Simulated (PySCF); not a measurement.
# Cl: ionisation energy

Cl [Ne] 3s2 3p5 (2P) → Cl⁺ [Ne] 3s2 3p4 (3P), as a difference of total energies. Calculation: PySCF 2.14, in def2-TZVP (5s5p2d1f, 37 functions); no relativity, point nucleus. Correlated levels: valence: [Ne] frozen. The calculations carry no spin-orbit coupling.

```json
{"method": "UHF", "ionisation energy (eV)": "11.773", "error (eV)": "-1.201"}
{"method": "MN15", "ionisation energy (eV)": "13.056", "error (eV)": "+0.082"}
{"method": "M06-L", "ionisation energy (eV)": "12.899", "error (eV)": "-0.075"}
{"method": "MP2 (valence)", "ionisation energy (eV)": "12.711", "error (eV)": "-0.263"}
{"method": "SCS-MP2 (valence)", "ionisation energy (eV)": "12.707", "error (eV)": "-0.267"}
{"method": "CCSD (valence)", "ionisation energy (eV)": "12.671", "error (eV)": "-0.303"}
{"method": "CCSD(T) (valence)", "ionisation energy (eV)": "12.708", "error (eV)": "-0.266"}
```

Reference: 12.974 eV (measured; NIST levels, between the centres of gravity of the two terms).

Errors of the correlated levels include the incompleteness of this basis and the frozen core.
